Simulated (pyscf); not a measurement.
Single points on ωB97X-D3(BJ)/def2-SVP structures (PySCF, gas phase).

Problem. Estimate the classical barrier height and the reaction energy of `[OH][SiH]([OH])[OH]` + `[FH]` → `[OH][Si]([OH])([OH])[F]` + `[H][H]` at ωB97X-D3(BJ)/def2-TZVP. The step runs on the singlet surface, breaks H–Si, F–H and forms F–Si, H–H; take the separated reactants as zero.

Solution. ΔE‡ = 1.06 eV, ΔE = -1.46 eV. ωB97M-D3(BJ)/def2-TZVP gives 1.03 eV and -1.47 eV. Zero-point energy shifts the barrier by +0.04 eV. It is a four-centre exchange, with an imaginary mode of 1008i cm⁻¹. On the reactant side the descent ends in a complex, 0.19 eV under the separated species and 1.25 eV under the saddle at ωB97X-D3(BJ)/def2-TZVP. This is the saddle that the search found; another between the same sides may lie lower.
